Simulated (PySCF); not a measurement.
Structure problem from calculated spectra and properties.

Formula: PH4; charge +1.

* XPS: P2p3/2 146.4, P1s 2159.9 eV [ΔSCF SCAN, pcX-2 on the ionised atom, pcseg-1 elsewhere, spin-free X2C, 2p3/2 from a spin–orbit splitting computed afterwards within the 2p shell]
* UV, first state: lowest singlet excitation: 11.41 eV (109 nm, f = 0.000 summed over 3 states within 0.01 eV) [TDDFT B3LYP/def2-SVPD]
* Polarisability: 19.9 au [B3LYP/def2-SVPD]
* Triplet: lowest triplet excitation (Tamm–Dancoff): 10.18 eV [TDA B3LYP/def2-SVPD]
* Rotational structure: rotational constants A, B, C: 99.545, 99.466, 99.442 GHz [GFN2-xTB]

The electronic properties come from PySCF, for the isolated species, density fitting. Levels stand in brackets. Geometry: GFN2-xTB; no solvent, vibrations or thermal averaging.

Question: Propose a structure and show how it fits.

Answer: The core levels belong to: P2p3/2 146.4 eV, phosphonium phosphorus; P1s 2159.9 eV, phosphonium phosphorus. The optimised geometry has point group Td and is a spherical top (the spread among constants that symmetry makes equal is optimisation noise). Structure: `[PH4+]`.
